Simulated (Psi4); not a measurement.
# A workflow on CH5Al (SMILES [CH3][AlH2])

Aim: a structure relaxation (BLYP/cc-pVDZ), then the harmonic vibrations, then a single-point energy (FNO-CCSD(T)/cc-pVTZ) of CH5Al. 

Program for the calculation: Psi4 1.11.

## Step 1: The system as given

CH5Al: 7 atoms, total charge 0, spin state singlet. SMILES: `[CH3][AlH2]`. The coordinates come from a PBE0-D4/def2-TZVP relaxation. The run starts from this shape.

Bond lengths: C1–Al2 1.950 Å, C1–H3 1.093 Å, C1–H4 1.097 Å, C1–H5 1.093 Å, Al2–H6 1.590 Å, Al2–H7 1.590 Å. Angles: C1–Al2–H6 120.6°, C1–Al2–H7 120.6°, Al2–C1–H3 112.6°, Al2–C1–H4 109.5°, Al2–C1–H5 112.5°, H6–Al2–H7 118.8°, H3–C1–H4 106.7°, H3–C1–H5 108.6°, H4–C1–H5 106.6°.

## Step 2: A structure relaxation at BLYP/cc-pVDZ (density fitting) (run 1)

ch5al.xyz reads:

```xyz
7
CH5Al
C     -0.448500    -0.695600    -0.355500
Al     0.562900     0.778300     0.424700
H     -1.063100    -1.219600     0.380800
H     -1.134400    -0.306400    -1.118200
H      0.193400    -1.425500    -0.855600
H      0.016000     1.549300     1.703400
H      1.934800     1.251600    -0.225400
```

ch5al.py reads:

```python
import psi4

psi4.set_memory(1600000000)
psi4.set_num_threads(1)
psi4.core.set_output_file('ch5al.out', False)

with open('ch5al.xyz') as f:
    atoms = ''.join(f.readlines()[2:])
geom = psi4.geometry('0 1\n' + atoms + '')

psi4.set_options({
    'basis': 'cc-pVDZ',
    'reference': 'rks',
    'geom_maxiter': 60,
})

result = psi4.optimize('blyp', molecule=geom)
print(f'total energy {result:.8f} hartree = {result * 27.211386:.5f} eV')
geom.save_xyz_file('final.xyz', False)
```

The run is started by

```sh
python ch5al.py
```

ch5al.out:

```text
[...]
  Running in c1 symmetry.
[...]
  Nuclear repulsion =   50.618451726653156
[...]
  Multiplicity = 1
[...]
  Nalpha       = 12
  Nbeta        = 12
[...]
    Number of basis functions: 57
[...]
   @DF-RKS iter   1:  -283.08360687671598   -1.57384e-01   1.48134e-02 DIIS/ADIIS
[...]
   @DF-RKS iter   6:  -283.48146774133295   -5.74119e-12   3.32619e-09 DIIS
[...]
    Orbital Energies [Eh]
    ---------------------
    Doubly Occupied:
       1A    -55.456093     2A     -9.903516     3A     -3.932264
       4A     -2.549062     5A     -2.539532     6A     -2.539165
       7A     -0.599942     8A     -0.352901     9A     -0.340900
      10A     -0.339062    11A     -0.250172    12A     -0.241825
[...]
  @DF-RKS Final Energy:  -283.48146774133295
   => Energetics <=
    Nuclear Repulsion Energy =             49.8764637911859978
    One-Electron Energy =                -490.1272234104415588
    Two-Electron Energy =                 182.6208508333885732
    DFT Exchange-Correlation Energy =     -25.8515589554659968
    Empirical Dispersion Energy =           0.0000000000000000
    VV10 Nonlocal Energy =                  0.0000000000000000
    Total Energy =                       -283.4814677413329491
[...]
  -Total Gradient:
     Atom            X                  Y                   Z
    ------   -----------------  -----------------  -----------------
       1       -0.000037851026     0.000032898945    -0.000042885061
       2        0.000014614508    -0.000034291454     0.000018954385
       3        0.000009195702     0.000007045185    -0.000000042834
       4       -0.000002945438    -0.000046152329     0.000004730903
       5        0.000000932864     0.000007911474     0.000007550472
       6        0.000015226613     0.000019630817     0.000002207757
       7        0.000005355436     0.000021807721     0.000012698073
[...]
```

The script printed:

```text
Some dependencies such as QCElemental have not yet finished migration to pydantic v2. If issues are encountered please downgrade pydantic or upgrade QCElemental as appropriate
	Energy has increased in a minimization.
	Energy ratio indicates iffy step.
	Intrafrag trust radius decreased to   0.25.
	Previous geometry is closer to target in internal coordinates, so using that one.

	Best geometry has RMS(Delta(q)) = 1.74e-08

Optimizer: Optimization complete!
total energy -283.48146774 hartree = -7713.92364 eV
```

It took 13 s on 1 thread of Intel Xeon 6975P-C (Granite Rapids), shared host; peak memory 0.55 GiB.

Steps, from the record of the run:

```csv
step,energy from the first frame kept (eV),largest force (eV/Å)
0,0.0000,0.5767
1,-0.0246,0.0588
2,-0.0247,0.0309
3,-0.0246,0.0450
4,-0.0248,0.0034
```

After the run. Bond lengths: C1–Al2 1.982 Å, C1–H3 1.110 Å, C1–H4 1.115 Å, C1–H5 1.110 Å, Al2–H6 1.605 Å, Al2–H7 1.605 Å. Angles: C1–Al2–H6 120.7°, C1–Al2–H7 120.6°, Al2–C1–H3 112.8°, Al2–C1–H4 109.4°, Al2–C1–H5 112.7°, H6–Al2–H7 118.7°, H3–C1–H4 106.5°, H3–C1–H5 108.6°, H4–C1–H5 106.4°.

## Step 3: The harmonic vibrations at BLYP/cc-pVDZ (density fitting) (run 2)

ch5al.dat reads:

```
memory 1600 mb

molecule geom {
  0 1
  C
  Al 1 R2
  H 1 R3 2 A3
  H 1 R4 3 A4 2 D4
  H 1 R5 3 A5 4 D5
  H 2 R6 1 A6 3 D6
  H 2 R7 6 A7 1 D7

  R2 = 1.98226
  R3 = 1.110295
  A3 = 112.83286
  R4 = 1.115067
  A4 = 106.50544
  D4 = -119.99005
  R5 = 1.110408
  A5 = 108.58003
  D5 = -114.26902
  R6 = 1.604515
  A6 = 120.66368
  D6 = -28.29097
  R7 = 1.604525
  A7 = 118.72976
  D7 = 178.54488
}

set {
  basis cc-pVDZ
  t 298.15
  rotational_symmetry_number 1
}

E = frequencies("blyp")
print_variables()
```

The run is started by

```sh
psi4 -n 1 ch5al.dat ch5al.out
```

ch5al.out:

```text
[...]
  Running in c1 symmetry.
[...]
  Nuclear repulsion =   49.876470730977495
[...]
  Multiplicity = 1
[...]
  Nalpha       = 12
  Nbeta        = 12
[...]
    Number of basis functions: 57
[...]
   @DF-RKS iter   1:  -283.09450051921107   -1.94944e-01   1.45816e-02 ADIIS/DIIS
[...]
   @DF-RKS iter  11:  -283.48146726099679   -8.52651e-13   4.06582e-09 DIIS
[...]
  @DF-RKS Final Energy:  -283.48146726099679
   => Energetics <=
    Nuclear Repulsion Energy =             49.8764647427881656
    One-Electron Energy =                -490.1272223732401585
    Two-Electron Energy =                 182.6208491713341857
    DFT Exchange-Correlation Energy =     -25.8515588018790048
    Empirical Dispersion Energy =           0.0000000000000000
    VV10 Nonlocal Energy =                  0.0000000000000000
    Total Energy =                       -283.4814672609967943
[...]
  -Total Gradient:
     Atom            X                  Y                   Z
    ------   -----------------  -----------------  -----------------
       1        0.000029327067    -0.000085560794    -0.000011786134
       2       -0.000174343963    -0.000246851771    -0.000011379336
       3       -0.000004610752    -0.000001141801     0.000025809573
       4       -0.000028747909     0.000013576027    -0.000034596311
       5        0.000007030530     0.000005171895    -0.000006169274
       6        0.000085782815     0.000149044341     0.000161298591
       7        0.000087015295     0.000165060982    -0.000112856323
[...]
  ==> Harmonic Vibrational Analysis <==
[...]
  Freq [cm^-1]                 14.2907i            402.1027            449.0819
[...]
  Freq [cm^-1]                 596.2135            697.1016            738.2474
[...]
  Freq [cm^-1]                 781.3919           1178.2101           1383.8215
[...]
```

On the terminal:

```text
Warning: thermodynamics relations excluded imaginary frequencies: ['14.2907i']
Warning: used thermodynamics relations inappropriate for low-frequency modes: ['402.1027' '449.0819' '596.2135']
```

It took 1.9 min on 1 thread of Intel Xeon 6975P-C (Granite Rapids), shared host; peak memory 0.54 GiB.

## Step 4: A single-point energy at FNO-CCSD(T)/cc-pVTZ (run 3)

job.py reads:

```python
import psi4

psi4.set_memory('1600 MB')
psi4.set_num_threads(1)
psi4.set_output_file('ch5al.out', False)

mol = psi4.geometry("""
C     -0.458627    -0.712173    -0.363027
Al     0.568546     0.786800     0.429028
H     -1.086551    -1.245096     0.381593
H     -1.154892    -0.314391    -1.137856
H      0.190061    -1.454142    -0.874586
H      0.015912     1.566641     1.717792
H      1.951581     1.266148    -0.228194
units angstrom
""")

options = {'reference': 'rhf', 'scf_type': 'pk', 'freeze_core': True}
psi4.set_options(options)

energy_value = psi4.energy('fno-ccsd(t)/cc-pVTZ')
print('E =', round(energy_value, 9))
```

The run is started by

```sh
python job.py
```

ch5al.out:

```text
[...]
  Running in c1 symmetry.
[...]
  Nuclear repulsion =   49.876464587772944
[...]
  Multiplicity = 1
[...]
  Nalpha       = 12
  Nbeta        = 12
[...]
    Number of basis functions: 134
[...]
   @RHF iter   1:  -282.62049294540310   -7.86631e-01   2.87795e-03 ADIIS/DIIS
[...]
   @RHF iter  10:  -282.70504920766450   -1.26192e-11   3.85808e-09 DIIS
[...]
  @RHF Final Energy:  -282.70504920766450
   => Energetics <=
    Nuclear Repulsion Energy =             49.8764645877729436
    One-Electron Energy =                -490.1724225251685993
    Two-Electron Energy =                 157.5909087297311544
    Total Energy =                       -282.7050492076645014
[...]
 Multipole Moments:
 ------------------------------------------------------------------------------------
     Multipole            Electronic (a.u.)      Nuclear  (a.u.)        Total (a.u.)
 ------------------------------------------------------------------------------------
 L = 1.  Multiply by 2.5417464519 to convert [e a0] to [Debye]
 Dipole X            :          1.3154212           -1.4388847           -0.1234634
 Dipole Y            :          1.7705837           -1.9669491           -0.1963653
 Dipole Z            :          1.0424576           -1.1347870           -0.0923295
 Magnitude           :                                                    0.2496544
[...]
      * MP2 total energy:                   -282.975733827972
[...]
      * MP2 total energy:                   -282.975733827972
[...]
      * MP3 total energy:                   -283.004340502995
[...]
      * CCSD total energy:                  -283.008771187155
[...]
      * CCSD(T) total energy                -283.018239231645
[...]
```

The script printed:

```text
E = -283.018239232
```

Wall time 50 s (1 thread of Intel Xeon 6975P-C (Granite Rapids), shared host); peak memory 1.6 GiB.

## Step 5: Summary of results

```
                                                               quantity                 value
                           run 1, BLYP/cc-pVDZ: total energy at the end         -283.48147 Eh
                                     run 1, BLYP/cc-pVDZ: dipole moment                0.78 D
                                       run 1, BLYP/cc-pVDZ: HOMO energy              -6.58 eV
                                       run 1, BLYP/cc-pVDZ: LUMO energy              -1.98 eV
                                     run 1, BLYP/cc-pVDZ: HOMO–LUMO gap               4.60 eV
                        run 2, BLYP/cc-pVDZ: lowest harmonic wavenumber  14i cm⁻¹ (imaginary)
                       run 2, BLYP/cc-pVDZ: highest harmonic wavenumber             3028 cm⁻¹
                               run 3, FNO-CCSD(T)/cc-pVTZ: total energy         -283.01824 Eh
        run 3, FNO-CCSD(T)/cc-pVTZ: HOMO energy (Hartree–Fock orbitals)             -11.08 eV
        run 3, FNO-CCSD(T)/cc-pVTZ: LUMO energy (Hartree–Fock orbitals)               1.28 eV
      run 3, FNO-CCSD(T)/cc-pVTZ: HOMO–LUMO gap (Hartree–Fock orbitals)              12.36 eV
run 3, FNO-CCSD(T)/cc-pVTZ: correlation energy (6 core orbitals frozen)            -313.2 mEh
                             run 3, FNO-CCSD(T)/cc-pVTZ: (T) correction             -9.47 mEh
                              run 3, FNO-CCSD(T)/cc-pVTZ: T1 diagnostic                 0.009
```

What this shows: The optimisation (run 1, BLYP/cc-pVDZ) took 5 steps and changed the energy by -0.025 eV. 1 mode is imaginary (lowest 14i cm⁻¹); so small a value may be numerical noise or a very soft motion. The triples (run 3, FNO-CCSD(T)/cc-pVTZ) make up 3.0 % of the correlation energy.
